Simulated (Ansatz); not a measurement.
# C₄H₆O: a ladder of functionals and wavefunction methods

One table from this session's results is given with a row withheld; the runs are named, their logs left out.

Program: Ansatz 0.2.0, Gaussian basis. Level of theory: functionals in def2-TZVPP, the program's frozen cores in correlated methods. These are calculated values, not measurements.

Levels to be run: PBE-D4, r2SCAN-D4, PBE0-D4, B3LYP-D4, ωB97X-V, ωB97M-V, B2PLYP; CCSD(T)/def2-TZVPP; CCSD(T)/def2-QZVPP; extrapolation to the limit.

## The relaxed structure

All runs share one geometry, relaxed beforehand with PBE0-D4 in a triple-zeta def2 set.

SMILES `C=C/C=C/O`, 11 atoms, charge 0, spin multiplicity 1.

Atoms are counted from 1 here; the program's logs count them from 0.

Bond lengths: C1–C2 1.334 Å, C1–H6 1.085 Å, C1–H7 1.083 Å, C2–C3 1.442 Å, C2–H8 1.089 Å, C3–C4 1.334 Å, C3–H9 1.086 Å, C4–O5 1.353 Å, C4–H10 1.088 Å, O5–H11 0.959 Å. Angles: C2–C1–H6 121.4°, C2–C1–H7 121.4°, H6–C1–H7 117.2°, C1–C2–C3 125.0°, C1–C2–H8 118.8°, C3–C2–H8 116.2°, C2–C3–C4 122.3°, C2–C3–H9 118.8°, C4–C3–H9 118.9°, C3–C4–O5 122.2°, C3–C4–H10 121.3°, O5–C4–H10 116.5°, C4–O5–H11 109.8°.

The first run:

in.yaml

```yaml
crystal:
  periodic: [false, false, false]
  atoms:
    - {symbol: C, position_ang: [-0.867944, 1.550510, 1.295854]}
    - {symbol: C, position_ang: [-0.687044, 0.387516, 0.667978]}
    - {symbol: C, position_ang: [0.391617, 0.099073, -0.244512]}
    - {symbol: C, position_ang: [0.521465, -1.085279, -0.844096]}
    - {symbol: O, position_ang: [1.534819, -1.352646, -1.699775]}
    - {symbol: H, position_ang: [-0.186643, 2.382552, 1.151498]}
    - {symbol: H, position_ang: [-1.700325, 1.704296, 1.970776]}
    - {symbol: H, position_ang: [-1.397148, -0.418902, 0.844305]}
    - {symbol: H, position_ang: [1.124179, 0.874284, -0.450443]}
    - {symbol: H, position_ang: [-0.188990, -1.890047, -0.666869]}
    - {symbol: H, position_ang: [1.456015, -2.251356, -2.024708]}
basis:
  gaussian: {orbitals: def2-TZVPP}
hamiltonian: {xc: pbe, dispersion: d4}
output: {forces: true, orbitals: {seedname: orbitals}}
```

On the command line:

```console
> ansatz run in.yaml --threads 2 --pin off --events-out ev --progress --plain --max-ram 32768MiB --backend cpu
```

Steps of the session up to this table: PBE-D4 (GGA); r2SCAN-D4 (meta-GGA); PBE0-D4 (hybrid); B3LYP-D4 (hybrid); ωB97X-V (range-separated); ωB97M-V (range-separated); B2PLYP (double hybrid); CCSD(T) in def2-TZVPP; CCSD(T) in def2-QZVPP.

One of the session's tables, all rows but one given; the rest of the session is left out.

It belongs to the step «Atomisation energies». 

| method | atoms, summed (eV) | atomisation energy (kJ/mol) |
| --- | --- | --- |
| PBE-D4 | -6236.612 | 4815.9 |
| r2SCAN-D4 | -6242.016 | 4687.6 |
| PBE0-D4 | -6238.110 | 4706.5 |
| B3LYP-D4 | -6246.295 | 4673.5 |
| ωB97X-V | -6243.863 | 4653.1 |
| ωB97M-V | -6243.037 | 4671.4 |
| B2PLYP | -6240.978 | 4627.8 |
| HF/def2-TZVPP | -6220.098 | 3387.4 |
| MP2/def2-TZVPP | -6231.149 | 4636.6 |
| CCSD/def2-TZVPP | -6233.823 | 4463.0 |
| CCSD(T)/def2-TZVPP | ? | ? |
| MP2/CBS | -6233.172 | 4750.3 |
| CCSD(T)/CBS | -6235.886 | 4652.3 |

**Question.** Estimate the row for CCSD(T)/def2-TZVPP.

**Answer.** atoms, summed (eV): -6234.121; atomisation energy (kJ/mol): 4542.5. In the column «atoms, summed (eV)» it lies between CCSD(T)/CBS (-6235.886) and CCSD/def2-TZVPP (-6233.823).
